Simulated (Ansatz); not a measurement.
Species: H$_{2}$N, SMILES `[NH2]` (charge 0, multiplicity 2), formula H2N.

Task: How many basis functions does frozen-core CCSD(T)/cc-pVTZ // B3LYP-D3(BJ)/def2-TZVP in Ansatz (a first-principles code) use, how many core orbitals are frozen, and how many electrons are correlated?

Result: 58 basis functions and 1 frozen orbitals, which leaves 7 correlated electrons. Core time is of the order of seconds.
